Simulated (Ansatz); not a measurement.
A nudged elastic band was laid between two geometries of BH3 + FH (6 atoms, charge 0, multiplicity 1).

All numbers below come from RKS B3LYP-D4/def2-TZVP (Ansatz 0.2.0).

```json
{"movable images": "7", "climbing image": "yes", "spring": "5.0 eV/Å²", "optimiser": "quadratic models (default)", "start path": "through a guess of the saddle point", "force threshold": "0.05 eV/Å", "iteration limit": "60", "end points": "relaxed"}
```

Image 0:

```xyz
6
Properties=species:S:1:pos:R:3
B -0.004 0.223 0.011
H -0.011 0.624 1.137
H 1.026 0.164 -0.578
H -1.035 0.107 -0.570
F 0.056 -1.829 0.721
H 0.074 -1.691 1.639
```

Image 8:

```xyz
6
Properties=species:S:1:pos:R:3
B 0.011 -0.475 -0.579
H 0.016 0.222 2.303
H 1.050 0.110 -0.635
H -1.058 0.052 -0.617
F 0.048 -1.793 -0.483
H 0.038 -0.519 2.371
```

(1) What changes between the two ends?

(2) Give the energies along the band, and the barrier.

(3) What is the geometry of the highest image?

(4) What are the harmonic wavenumbers there?

Answers

(1) Bonds broken: B1–H2, F5–H6. Bonds formed: B1–F5, H2–H6. BH3 + FH becomes BFH2 + H2.

(2) It converged. The highest image is number 3 of 0 to 8, 0.50 eV above the first end and 1.79 eV above the last; the last end lies 1.29 eV below the first. A vibrational analysis at the climbing image gives one clearly imaginary mode, 1187i cm⁻¹: a first-order saddle point. The orbitals stay closed-shell, which can raise the energy where a bond breaks towards radicals; this wasn't checked here.

```json
{"image": "0", "path coordinate (Å)": "0.00", "energy (eV)": "0.00", "B1–H2 (Å)": "1.19", "F5–H6 (Å)": "0.93", "B1–F5 (Å)": "2.17"}
{"image": "1", "path coordinate (Å)": "0.38", "energy (eV)": "0.04", "B1–H2 (Å)": "1.20", "F5–H6 (Å)": "0.93", "B1–F5 (Å)": "2.07"}
{"image": "2", "path coordinate (Å)": "0.75", "energy (eV)": "0.20", "B1–H2 (Å)": "1.22", "F5–H6 (Å)": "0.96", "B1–F5 (Å)": "1.91"}
{"image": "3", "path coordinate (Å)": "1.13", "energy (eV)": "0.50", "B1–H2 (Å)": "1.30", "F5–H6 (Å)": "1.14", "B1–F5 (Å)": "1.65"}
{"image": "4", "path coordinate (Å)": "1.56", "energy (eV)": "-0.30", "B1–H2 (Å)": "1.50", "F5–H6 (Å)": "1.58", "B1–F5 (Å)": "1.44"}
{"image": "5", "path coordinate (Å)": "1.98", "energy (eV)": "-0.97", "B1–H2 (Å)": "1.86", "F5–H6 (Å)": "2.01", "B1–F5 (Å)": "1.35"}
{"image": "6", "path coordinate (Å)": "2.41", "energy (eV)": "-1.21", "B1–H2 (Å)": "2.22", "F5–H6 (Å)": "2.43", "B1–F5 (Å)": "1.33"}
{"image": "7", "path coordinate (Å)": "2.84", "energy (eV)": "-1.28", "B1–H2 (Å)": "2.58", "F5–H6 (Å)": "2.83", "B1–F5 (Å)": "1.32"}
{"image": "8", "path coordinate (Å)": "3.26", "energy (eV)": "-1.29", "B1–H2 (Å)": "2.97", "F5–H6 (Å)": "3.13", "B1–F5 (Å)": "1.32"}
```

(3) 
```xyz
6
Properties=species:S:1:pos:R:3
B 0.009 -0.160 0.061
H 0.007 0.190 1.314
H 1.043 0.119 -0.446
H -1.045 0.060 -0.433
F 0.056 -1.736 0.555
H 0.036 -0.877 1.309
```

(4) 1187i, 677, 815, 929, 1113, 1114, 1194, 1460, 1964, 2259, 2629, 2735 cm⁻¹.

Run time: 100 s on 2 threads of Intel(R) Xeon(R) Platinum 8259CL CPU @ 2.50GHz (Skylake/Cascade Lake), with other jobs on the host, peak memory 0.14 GiB.
